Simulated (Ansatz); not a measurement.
hcp Sc was calculated with PBE (plane waves, PAW; Ansatz, a program for electronic structure).

Settings: plane-wave cutoff 500 eV, 30×30×14 k mesh (along the axes of the cell as run), Fermi–Dirac smearing 0.1 eV, scalar-relativistic PAW data made under PBE.

Computed at the level's own relaxed cell.

Give the computed equilibrium volume per atom, lattice constant a and lattice parameter c.


* **equilibrium volume per atom**: 24.73 Å³/atom
* **lattice constant a**: 3.319 Å
* **lattice parameter c**: 5.185 Å

Measured, for comparison: lattice constant a 3.309 Å, lattice parameter c 5.268 Å (293 K, no zero-point or thermal correction; as tabulated in Wikipedia's data pages). Computed (rounded) less measured: lattice constant a +0.3 %, lattice parameter c -1.6 %. A static lattice is as a rule a little smaller and stiffer than an uncorrected measurement, which narrows the difference in the lattice parameter c and would widen misses of the other sign.
